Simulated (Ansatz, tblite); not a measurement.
Forces on Li₂N at its PBE0-D4/def2-TZVP geometry. Charge 0, multiplicity 2.

The xTB rows come from tblite. The structure comes from a short search, and lower isomers may exist.

GFN1-xTB (tblite), largest force 1.23 eV/Å:

```xyz
3
positions Å, forces eV/Å
Li    0.438   -0.668    1.556   -0.308    0.471   -1.098
Li   -0.442    0.668   -1.555    0.313   -0.471    1.096
N     0.004    0.000   -0.001   -0.005    0.000    0.002
```

GFN2-xTB (tblite), largest force 0.39 eV/Å:

```
Li -0.096 0.149 -0.349
Li 0.100 -0.149 0.347
N -0.004 0.000 0.002
```

PBE0-D4/def2-TZVP (Ansatz), largest force 0.02 eV/Å:

```
Li 0.004 -0.006 0.014
Li -0.004 0.006 -0.015
N -0.001 0.000 0.001
```
